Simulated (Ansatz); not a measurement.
Geometry optimisation, RKS LDA/6-31G* in Ansatz.

input.yaml

```yaml
crystal:
  periodic: [false, false, false]
  atoms:
    - { symbol: B, position_ang: [0.0, 0.0, 0.0] }
    - { symbol: Cl, position_ang: [0.0, 0.0, 2.21] }
    - { symbol: H, position_ang: [1.0305, 0.0, -0.595] }
    - { symbol: H, position_ang: [-1.0305, 0.0, -0.595] }
    - { symbol: "N", position_ang: [0.0773, -1.7539, 0.5833] }
    - { symbol: H, position_ang: [-0.441, -2.5119, 0.0539] }
    - { symbol: H, position_ang: [0.64, -2.0009, 1.4471] }
    - { symbol: H, position_ang: [0.0556, -1.2621, 1.6502] }
basis:
  gaussian: { orbitals: "6-31G*" }
hamiltonian:
  xc: lda
relax:
  f_tol: 0.15
  max_steps: 25
  restrain:
    - { distance: [0, 4], at: 1.55, k: 30.0 }
    - { distance: [7, 1], at: 1.37, k: 30.0 }
    - { distance: [0, 1], at: 3.06, k: 30.0 }
    - { distance: [7, 4], at: 2.26, k: 30.0 }
```

Launched with:

```bash
$ ansatz run input.yaml --threads 1 --pin off --max-ram 2048MiB --backend cpu --events-out ev --progress --plain --runs-dir out
```

**Question.** Where does it end, and by what steps?

**Answer.** The run converged. The restraints hold the end off the free minimum. After 10 steps the energy has fallen by 4.139 eV (the restraints' own energy left out); H7 moved furthest, 1.21 Å. Parted: B1–Cl2, N5–H8.

```
step  energy less start (eV)  largest force component (eV/Å)  accepted
   0                  0.0000                           5.527       yes
   1                 -1.0615                           5.220       yes
   2                 -1.8688                           4.976       yes
   3                 -2.8076                           3.177       yes
   4                 -3.4230                           2.227       yes
   5                 -3.7689                           2.242       yes
   6                 -3.9147                           2.325       yes
   7                 -4.0336                           2.102       yes
   8                 -4.1359                           2.365       yes
   9                 -4.1394                           2.539       yes
  10                 -4.1393                           2.522       yes
```

```xyz
8
Properties=species:S:1:pos:R:3
B 0.083 -0.507 -0.171
Cl -0.259 0.480 2.711
H 1.118 0.107 -0.210
H -1.000 -0.049 -0.426
N 0.151 -1.927 0.202
H -0.668 -2.536 0.209
H 1.033 -2.408 0.381
H -0.127 -0.688 2.059
```

Run time: 5.8 s on 1 thread of AMD EPYC 9R45 96-Core Processor (Zen 5) (shared host), peak memory 0.14 GiB.
